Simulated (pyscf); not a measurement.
**Routes from `[NH2][SiH]([OH])[F]` + `[H][H]`**

Candidate steps break at most two bonds and form at most two. Each was searched with GFN2-xTB (tblite) first. PySCF, gas phase, ωB97X-D3(BJ)/def2-SVP geometries. Energies: ωB97M-D3(BJ)/def2-TZVP, kcal/mol, from the separated reactants, singlet surface; ΔG‡ with ideal gas, 1 atm, RRHO with modes under 100 cm⁻¹ raised to 100, one conformer, R ln 2 for chiral ones without a mode under 150 cm⁻¹.

| products | type | ΔE‡ | ΔE | ΔG‡ 298 K | ΔG‡ 900 K | ν‡ (cm⁻¹) |
|---|---|---|---|---|---|---|
| HO–SiH₂–F + NH₃ | four-centre exchange | 49.1 | +13.6 | 59.9 | 80.6 | 1434i |
| H₂N–SiH₂–F + H₂O | four-centre exchange | 55.7 | +23.5 | 66.5 | 87.3 | 1435i |

Row 1: On the product side the descent ends in a complex, 4.9 kcal/mol under the separated species and 40.5 kcal/mol under the saddle at ωB97X-D3(BJ)/def2-TZVP. Row 2: On the product side the descent ends in a complex (not fully relaxed), 4.7 kcal/mol under the separated species and 37.5 kcal/mol under the saddle at ωB97X-D3(BJ)/def2-TZVP. 

Plain bond fissions and candidates not yet searched are not listed, and one of them may be faster. Each barrier is that of the saddle found; lower ones may exist.
